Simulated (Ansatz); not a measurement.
Results of rVV10 (Ansatz, a first-principles code, PAW) for rutile CrO₂.

Input:

Ansatz 0.2 input:
```yaml
crystal:
  lattice:
    - [4.4527288739, 0.0, 0.0]
    - [0.0, 4.4527288739, 0.0]
    - [0.0, 0.0, 2.9419026486]
  atoms:
    - { symbol: Cr, position: [0.0, 0.0, 0.0], spin: 2.5 }
    - { symbol: Cr, position: [0.5, 0.5, 0.5], spin: 2.5 }
    - { symbol: O, position: [0.3029935596, 0.3029935596, 0.0], spin: 0.0 }
    - { symbol: O, position: [0.8029935596, 0.1970064404, 0.5], spin: 0.0 }
    - { symbol: O, position: [0.1970064404, 0.8029935596, 0.5], spin: 0.0 }
    - { symbol: O, position: [0.6970064404, 0.6970064404, 0.0], spin: 0.0 }
basis:
  ecutwfc: 520
  ecutrho_ratio: 4
  xc_grid: 2
kpoints:
  mp_grid: { grid: [12, 12, 18] }
hamiltonian:
  xc: { exchange: rpw86, correlation: pbe }
  dispersion: rvv10
  pseudopotentials: { kind: paw }
scf:
  occupations: { method: fermi_dirac, width: 0.05 }
  convergence: { dr2_threshold: 0.0000000006 }
output:
  forces: true
  stress: true
  eigenvalues: true
magnetization:
  spin_polarized: true
```

From the output:

```
Crystal: 6 atoms, lattice volume = 58.328 Å³
Basis set: ecut = 520 eV, 1575 PW (Γ), exchange–correlation on 72×72×48 points (8 copies of the dense FFT grid, shifted against one another)
Bands: 35, of which v1, the nominal top of the filled ones, is band 26 counted from 1 (25 counted from 0)
Symmetry: 16 space group operations
Space group: P42/mnm (ITA 136), of the structure as read, at distance tolerance 3.9e-5 Å
k-points: 280 of 2592
Initial density: superposition of atomic densities (chi_scale 0.1, normalization cell, long waves kept (reshape's long-wave potential 0.00 eV rms))
Functional: x = rpw86, c = pbe(β = 0.06672455060314922) + rvv10(b = 6.3, C = 0.0093)
spin=Collinear: Kerker preconditioning applied to the charge; magnetization (m = ρ↑ − ρ↓) channel mixes plain (no charge-response kernel on spin).
SCF 1 converged in 13 iterations: F = -9089.698981 eV  dr2 = 7.09e-12
SCF converged after 13 iterations
Magnetization: 4.0000 μB (28.0000 up, 24.0000 down)
Free energy (F): -9089.698981 eV
Internal energy: -9089.688133 eV  (E = F + TS)
E sigma→0 (E₀):  -9089.693557 eV
Fermi energy:    10.380628 eV
--- Forces (eV/Å), atoms counted from 1 ---
  atom   1  Cr     0.00000000    -0.00000000     0.00000000
  atom   2  Cr     0.00000000     0.00000000     0.00000000
  atom   3  O     -0.00131498    -0.00131498     0.00000000
  atom   4  O     -0.00131498     0.00131498     0.00000000
  atom   5  O      0.00131498    -0.00131498     0.00000000
  atom   6  O      0.00131498     0.00131498     0.00000000
--- Stress (GPa, compression-positive) ---
       -0.013052       0.000000       0.000000
        0.000000      -0.013052       0.000000
        0.000000       0.000000       0.011089
  P = ⅓ Tr σ = -0.0050 GPa (-0.050 kbar)
```

The PAW data were made under PBE.
